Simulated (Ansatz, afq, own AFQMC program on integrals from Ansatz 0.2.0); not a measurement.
NH⁻, doublet in 6-31++G**, levels against full CI

```xyz
2

N     0.0000    0.0000    0.0000
H     0.0000    0.0000    1.0366
```

Basis 6-31++G**. Noble-gas cores (and the filled d shells of Ga–Kr and In–Xe) are frozen. AFQMC by an in-house program on the Cholesky factors that Ansatz 0.2.0 writes for its CCSD(T) run. ph-AFQMC/CISD is guided by a CISD state made of CCSD amplitudes; releasing the constraint for a short imaginary time cuts its bias at the price of noise, slowly where states lie close. Free projection: walkers drawn from exp(T), propagated without any constraint. Its projection time is finite, and what remains of the start isn't in its error. Uncertainties: one standard error, sampling alone.

Determinant: UHF, the one that the program's search chose, which needn't be the lowest solution. The geometry is a point of a scan.

Full CI on the same integrals is exact in this basis and with this determinant's frozen core.

Cautions: an unrestricted solution with more broken spin lies lower (270 meV, ⟨S²⟩ 1.77); the released energies are still falling, so no released level is given (meV from the phaseless value at times in 1/Eh: -0.8 ± 2.1 at 0.24, -0.7 ± 2.4 at 0.51, -4.9 ± 2.2 at 0.99, -5.9 ± 2.3 at 1.62, -8 ± 3 at 2.40), though the last usable value meets full CI within the noise.

- T1 diagnostic: 0.0239
- weight of the determinant in the CISD state: 0.922
- ⟨S²⟩ of the determinant: 0.780
- size of the correlated space: 7 electrons in 24 orbitals

```json
{"level": "MP2", "correlation energy (eV)": "-4.2719"}
{"level": "CCSD", "correlation energy (eV)": "-4.6760"}
{"level": "CCSD(T)", "correlation energy (eV)": "-4.7980"}
```

(1) Estimate where full CI lies against CCSD(T) on the same integrals.

(1) 3.0 kJ/mol below CCSD(T).

Reference: full CI, correlation energy -4.829 eV.

```json
{"level": "CCSD(T)", "E − E(reference) (kJ/mol)": "3.0", "share of correlation (%)": "99.37"}
{"level": "CCSDT", "E − E(reference) (kJ/mol)": "1.3", "share of correlation (%)": "99.72"}
{"level": "CCSDT(Q)", "E − E(reference) (kJ/mol)": "-0.1", "share of correlation (%)": "100.02"}
{"level": "CCSDTQ", "E − E(reference) (kJ/mol)": "0.0", "share of correlation (%)": "99.99"}
{"level": "ph-AFQMC/HF", "E − E(reference) (kJ/mol)": "-2.6 ± 1.9", "share of correlation (%)": "100.56"}
{"level": "ph-AFQMC/CISD", "E − E(reference) (kJ/mol)": "0.9 ± 0.3", "share of correlation (%)": "99.81"}
{"level": "free AFQMC", "E − E(reference) (kJ/mol)": "0.1 ± 0.3", "share of correlation (%)": "99.98"}
```

CCSDT and higher add their correlation energy to the determinant of the CCSD(T) run, since their own runs factorise the integrals more tightly (a shift of under 2 meV). Free projections are given only where their last times agree within the noise and don't stop above the reference; a slow remainder of the start can still hide under it. A walk keeps the symmetry of its determinant, which the program's search chose and which needn't be the lowest solution, so a lower state of the same spin and another symmetry isn't excluded.
